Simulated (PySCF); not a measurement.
**Basis-set dependence of population analyses: `C=CC(=O)C=C`**

C₅H₆O.
SMILES with atom numbers: `[CH2:1]=[CH:2][C:3](=[O:4])[CH:5]=[CH2:6]` (hydrogens: H7, H8 on C1; H9 on C2; H10 on C5; H11, H12 on C6)

Structure used (PBE0-D3(BJ)/def2-SVP), in Å, numbered top down from 1:
```xyz
12
C5H6O angstrom
C     -2.3994    0.5113    0.1866
C     -1.2835    0.0221    0.7345
C      0.0296    0.1594    0.0437
O      0.1338    0.7185   -1.0302
C      1.2082   -0.4278    0.7409
C      2.4270   -0.3631    0.1976
H     -3.3729    0.4226    0.6744
H     -2.3415    1.0178   -0.7819
H     -1.3043   -0.4908    1.7012
H      1.0437   -0.9124    1.7084
H      3.3057   -0.7861    0.6900
H      2.5537    0.1285   -0.7720
```

PBE0 throughout (PySCF), one geometry, spherical d and f functions. One conformer (not necessarily the lowest) at the PBE0-D3(BJ)/def2-SVP geometry, without solvent, vibrations or thermal averaging. Atoms taken as equivalent share a column and are averaged.

Mulliken charges (e):

```csv
basis,functions,C1/C6,C2/C5,C3,O4,H7/H11,H8/H12,H9/H10
STO-3G,36,-0.150,-0.102,+0.148,-0.190,+0.091,+0.099,+0.084
6-31G,66,-0.328,-0.149,+0.286,-0.436,+0.173,+0.205,+0.174
pcSseg-0,66,-0.352,-0.279,+0.313,-0.497,+0.236,+0.253,+0.234
6-31G*,96,-0.356,-0.188,+0.392,-0.445,+0.186,+0.211,+0.173
def2-SVP,114,-0.002,-0.121,+0.135,-0.232,+0.062,+0.077,+0.033
cc-pVDZ,114,+0.041,-0.136,+0.151,-0.229,+0.056,+0.063,+0.015
aug-cc-pVDZ,192,+0.319,+1.276,+0.308,-0.668,-0.391,-0.358,-0.665
"6-311+G(2d,p)",198,-0.378,+0.109,+0.208,-0.477,+0.136,+0.158,+0.110
def2-TZVP,222,-0.202,-0.238,+0.367,-0.332,+0.142,+0.160,+0.120
cc-pVTZ,264,-0.212,-0.151,+0.248,-0.293,+0.131,+0.139,+0.115
IGLO-III,270,-0.182,-0.139,+0.393,-0.427,+0.120,+0.137,+0.081
```

IAO charges (e):

```tsv
basis	functions	C1/C6	C2/C5	C3	O4	H7/H11	H8/H12	H9/H10
STO-3G	36	-0.233	-0.180	+0.167	-0.185	+0.141	+0.145	+0.135
6-31G	66	-0.248	-0.197	+0.318	-0.407	+0.164	+0.176	+0.149
pcSseg-0	66	-0.234	-0.199	+0.307	-0.392	+0.159	+0.170	+0.147
6-31G*	96	-0.234	-0.200	+0.355	-0.424	+0.157	+0.170	+0.142
def2-SVP	114	-0.229	-0.198	+0.348	-0.417	+0.154	+0.167	+0.141
cc-pVDZ	114	-0.238	-0.202	+0.352	-0.417	+0.158	+0.170	+0.144
aug-cc-pVDZ	192	-0.244	-0.207	+0.360	-0.437	+0.164	+0.176	+0.149
6-311+G(2d,p)	198	-0.244	-0.207	+0.361	-0.438	+0.164	+0.177	+0.149
def2-TZVP	222	-0.244	-0.207	+0.363	-0.437	+0.163	+0.176	+0.148
cc-pVTZ	264	-0.245	-0.207	+0.362	-0.434	+0.163	+0.176	+0.148
IGLO-III	270	-0.245	-0.207	+0.362	-0.438	+0.164	+0.177	+0.150
```

Question: Which scheme is steadiest as the basis changes?

Answer: Largest range over the bases for any column: IAO 0.25 e, Mulliken 1.56 e. IAO charges move least and Mulliken charges most, counted in e. Without the minimal STO-3G basis the ranges are IAO 0.06, Mulliken 1.56 e.

Question: How much do the charges still move between the two largest bases, cc-pVTZ and IGLO-III?

Answer: At most, over all atoms: Mulliken 0.145 e, IAO 0.005 e.

Question: What do the same runs give for the total energy, the frontier levels and the dipole moment?

Answer: 
```tsv
basis	energy (Eh)	HOMO (eV)	LUMO (eV)	μ (D)
STO-3G	-265.5873	-4.30	0.96	1.45
6-31G	-268.9194	-7.23	-1.97	2.56
pcSseg-0	-268.3812	-7.46	-2.20	2.56
6-31G*	-268.9878	-7.14	-1.91	2.37
def2-SVP	-268.7985	-7.34	-2.14	2.35
cc-pVDZ	-269.0129	-7.24	-2.07	2.29
aug-cc-pVDZ	-269.0278	-7.45	-2.36	2.49
6-311+G(2d,p)	-269.0715	-7.48	-2.37	2.52
def2-TZVP	-269.0936	-7.44	-2.32	2.47
cc-pVTZ	-269.0861	-7.40	-2.26	2.43
IGLO-III	-269.0994	-7.47	-2.37	2.48
```

The dipole is fixed by the density alone, so its range of 1.11 D shows that the density itself changes with the basis, not only its division among atoms.
